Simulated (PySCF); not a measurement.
What binds NO: the parts of the energy along the bond

State: ²Π, doublet, unpaired electrons π ↑. ROHF-based CCSD(T) in PySCF 2.14 with N cc-pVTZ, O cc-pVTZ and N cc-pVQZ, O cc-pVQZ (frozen core orbitals: 2; no relativity). Correlation energies are extrapolated as n⁻³ (n = 3, 4), Hartree–Fock as (n+1)·exp(−9√n). CV is the change on freezing 0 orbitals instead, in N cc-pwCVTZ, O cc-pwCVTZ. SR is the spin-free X2C energy in N cc-pVTZ-DK, O cc-pVTZ-DK less the non-relativistic one in N cc-pVTZ, O cc-pVTZ. All energies in eV from N + O.

| R (Å) | HF/CBS | CCSD corr. | (T) | CV | SR | total |
| --- | --- | --- | --- | --- | --- | --- |
| 1.0080 | -1.507 | -3.283 | -0.2762 | -0.0505 | 0.0049 | -5.111 |
| 1.0538 | -2.206 | -3.433 | -0.3137 | -0.0389 | 0.0068 | -5.985 |
| 1.0996 | -2.467 | -3.591 | -0.3551 | -0.0288 | 0.0078 | -6.435 |
| 1.1455 | -2.408 | -3.756 | -0.4005 | -0.0200 | 0.0082 | -6.576 |
| 1.1913 | -2.118 | -3.924 | -0.4494 | -0.0125 | 0.0081 | -6.495 |
| 1.2485 | -1.535 | -4.135 | -0.5146 | -0.0046 | 0.0076 | -6.182 |
| 1.3058 | -0.796 | -4.346 | -0.5835 | 0.0018 | 0.0068 | -5.718 |

A fit to the total gives Re = 1.1492 Å, De = 6.577 eV, ωe = 1926.2 cm⁻¹, Be = 1.710 cm⁻¹ (masses 14.0031 and 15.9949 u).

At R = 1.1455 Å the CCSD correlation energy is -0.408180 hartree in the smaller basis and -0.434321 in the larger. Extrapolate it.

(4³·E4 − 3³·E3)/(4³ − 3³) = -0.45340 hartree; the larger basis holds 95.8 % of it.

The T1 diagnostic is 0.023. The state was picked by a PBE0 search and need not be the measured ground state. Spin–orbit coupling, excitations beyond (T) and corrections to the Born–Oppenheimer picture are left out.
